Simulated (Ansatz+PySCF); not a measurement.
doublet C₂H₆S(+): levels of theory in one basis

```tsv
atom	x (Å)	y (Å)	z (Å)
C	-0.0088	1.3644	-0.5179
S	0.0027	-0.0095	0.6626
C	-0.0019	-1.3632	-0.5229
H	0.0047	2.2903	0.0634
H	0.8971	1.3541	-1.1449
H	-0.8818	1.3474	-1.1448
H	-0.0021	-2.2893	0.0637
H	-0.8973	-1.3453	-1.1528
H	0.8933	-1.3358	-1.1447
```

Basis set: cc-pVTZ on H, C; cc-pV(T+d)Z on S (spherical functions). Left uncorrelated: 7 orbitals. Correlation on ROHF uses semicanonical orbitals with singles. Charge 1, multiplicity 2.

Computed with Ansatz (development build ahead of 0.2.0); each method stands on the lowest determinant of its kind that the runs found.

```tsv
method	E − E(ROHF) (eV)	<S²> of the determinant
ROHF	0.00	0.75
UHF	-0.17	0.77
ROHF-MP2	-13.73	–
UHF-MP2	-13.69	0.77
```
